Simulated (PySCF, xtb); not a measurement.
# Two structures of C2H3Al+

Structure a: a doublet given by its coordinates. Structure b: a doublet given by its coordinates. Both are isolated ions in the gas phase, relaxed with PBE0-D3(BJ)/pcseg-1.

a (Å):

```xyz
6

C    -2.5468    1.1814    0.5627
C    -2.3029    0.6932   -0.6221
Al   -1.9631    0.0121   -2.2726
H    -3.0946    0.6092    1.3236
H    -2.2158    2.1873    0.8543
H    -1.6733   -0.5689   -3.6804
```

Close contacts (Å): C1–C2 1.30, C2–Al3 1.82, C1–H4 1.10, C1–H5 1.10, Al3–H6 1.55.

b (Å):

| atom | x (Å) | y (Å) | z (Å) |
| --- | --- | --- | --- |
| C | -2.6625 | 0.7795 | -0.2104 |
| C | -1.8136 | 0.7492 | -1.2391 |
| Al | -3.5660 | -0.8478 | 0.4006 |
| H | -2.9010 | 1.6948 | 0.3425 |
| H | -1.3203 | 1.6716 | -1.5631 |
| H | -1.5564 | -0.1459 | -1.8087 |

Close contacts (Å): C1–C2 1.33, C1–Al3 1.96, C1–H4 1.10, C2–H5 1.10, C2–H6 1.09.

Task: Estimate E(b) − E(a) at the level CCSD(T)/def2-SVP.

Result: Calculated at CCSD(T)/def2-SVP: E(b) − E(a) = −25.0 kcal/mol, so structure b lies lower.

Level by level:

```
              level             geometry  E(b) − E(a) (kcal/mol)  departure from the last row (kcal/mol)  job, with rough time for the two
           GFN2-xTB             GFN2-xTB                      −9.5                                   +15.6              optimisation, 0.17 s
          HF/STO-3G             GFN2-xTB                     −30.8                                    −5.8               single point, 2.2 s
 r2SCAN-D4/def2-SVP             GFN2-xTB                     −27.3                                    −2.2                single point, 95 s
PBE0-D3(BJ)/pcseg-1  PBE0-D3(BJ)/pcseg-1                     −25.4                                    −0.4                optimisation, 83 s
        HF/def2-SVP  PBE0-D3(BJ)/pcseg-1                     −19.0                                    +6.0           part of the CCSD(T) run
       MP2/def2-SVP  PBE0-D3(BJ)/pcseg-1                     −28.6                                    −3.6           part of the CCSD(T) run
   CCSD(T)/def2-SVP  PBE0-D3(BJ)/pcseg-1                     −25.0                                                        single point, 14 s
```

The levels shown agree on the order. The largest departure from CCSD(T)/def2-SVP is that of GFN2-xTB, 15.6 kcal/mol. No reliable frequencies are at hand for a or b, so they aren't confirmed as minima.

Open shells are spin-unrestricted, with notable spin contamination under HF/STO-3G, HF/def2-SVP, MP2/def2-SVP, CCSD(T)/def2-SVP. The correlated steps freeze 7 core orbitals. Programs: PySCF 2.14.0, xtb 6.7.1; the last row on 2 threads of Intel(R) Xeon(R) Platinum 8488C (Sapphire Rapids) on a shared host.
